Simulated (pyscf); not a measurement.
## Four-centre exchange: H₂N–SiH₂–NH₂ (SMILES N[SiH2]N) + H₂ (SMILES [H][H]) → NH₃ (SMILES N) + H₂N–SiH₃ (SMILES N[SiH3])

Gas phase, singlet surface, charge 0. Bonds broken: N1–Si2, H4–H11. Bonds formed: N1–H4, Si2–H11. Structures and frequencies: ωB97X-D3(BJ)/def2-SVP in PySCF.

Transition state (Å):

```xyz
11

N     -0.1911    -0.7145    -0.1157
Si    -0.0215     1.1113     0.3470
N     -0.7349     2.2229    -0.7515
H      0.6724    -0.2827    -0.8498
H      0.0018    -1.4194     0.5979
H      1.2294     1.2475     1.1439
H     -1.0858     1.1593     1.4292
H     -1.4865     2.8322    -0.4476
H     -0.2591     2.5346    -1.5894
H     -1.0577    -0.9367    -0.6076
H      1.1720     0.7266    -1.1056
```

One imaginary mode, 1384i cm⁻¹; descent along it reached the two sides named.

```csv
bond,change,reactant side (Å),saddle,product side
N1–Si2,breaks,1.732,1.891,2.8
H4–H11,breaks,0.763,1.155,3.0
N1–H4,forms,2.6,1.213,1.020
Si2–H11,forms,4.0,1.919,1.489
```

Electronic energies relative to the separated reactants (kcal/mol):

| level | barrier | reaction energy | reverse barrier |
|---|---|---|---|
| ωB97X-D3(BJ)/def2-TZVP | 44.5 | +11.1 | 33.4 |
| PBE/def2-TZVP | 38.3 | +9.3 | 29.0 |
| r²SCAN/def2-TZVP | 41.7 | +11.4 | 30.2 |
| B3LYP-D3(BJ)/def2-TZVP | 44.3 | +10.7 | 33.6 |
| PBE0-D3(BJ)/def2-TZVP | 40.1 | +9.9 | 30.2 |
| M06-2X/def2-TZVP | 46.8 | +13.2 | 33.6 |
| ωB97M-D3(BJ)/def2-TZVP | 43.7 | +10.6 | 33.1 |
| HF/def2-TZVP | 59.8 | +7.7 | 52.1 |

With ωB97M-D3(BJ)/def2-TZVP energies and thermal terms (ideal gas, 1 atm, RRHO with modes under 100 cm⁻¹ raised to 100, one conformer, R ln 2 for chiral ones without a mode under 150 cm⁻¹), in kcal/mol:

```tsv
T (K)	ΔH‡	ΔG‡	ΔH	ΔG
298	45.1	53.9	+13.6	+11.5
600	43.8	63.5	+12.2	+9.9
900	43.4	73.5	+11.1	+9.0
1200	43.5	83.5	+10.3	+8.4
```

At the saddle there is also a short H–Si contact that neither side keeps. This is the saddle that the search found; another between the same sides may lie lower.
